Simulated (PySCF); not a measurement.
# C2H5F: the cost of one run

The runs use PySCF 2.14.0, with density-fitted response routines of our own; the level of theory stands in each step. All values are computed, except where a source is named. Atoms are numbered from 0 throughout.

### 1 The molecule as given

8 atoms, charge 0, multiplicity 1; geometry from: GFN2-xTB. The atoms were then displaced at random by about 0.01 Å, so the start is not that level's minimum.

Bonds of the start (Å): C0–C1 1.49, C1–F2 1.37, C0–H3 1.08, C0–H4 1.12, C0–H5 1.07, C1–H6 1.10, C1–H7 1.09.

### 2 Geometry optimisation at PBE0-D3(BJ)/def2-SVP

What the job is given:

```
{"job": {"xc": "PBE0", "basis": "def2-SVP", "d3": "d3bj", "grid": 1, "shake": 0.01, "kind": "geom"}, "charge": 0, "multiplicity": 1}
C     -0.758390    -0.038260    -0.045780
C      0.730010    -0.066000     0.013460
F      1.213050     1.142970     0.440770
H     -1.156740     0.203920     0.929930
H     -1.101890     0.758750    -0.748900
H     -1.162240    -0.965620    -0.396050
H      1.188440    -0.245160    -0.968710
H      1.102900    -0.809750     0.722810
```

On the command line:

```sh
> OMP_NUM_THREADS=1 python probes_run.py task.json out
```

The driver reads the jobs from task.json and runs them one after another.

Q: Estimate the wall time and peak memory of this first job on 1 thread of Arm Neoverse V2, shared host.

About 3.7 s, with a peak of 0.3 GiB.
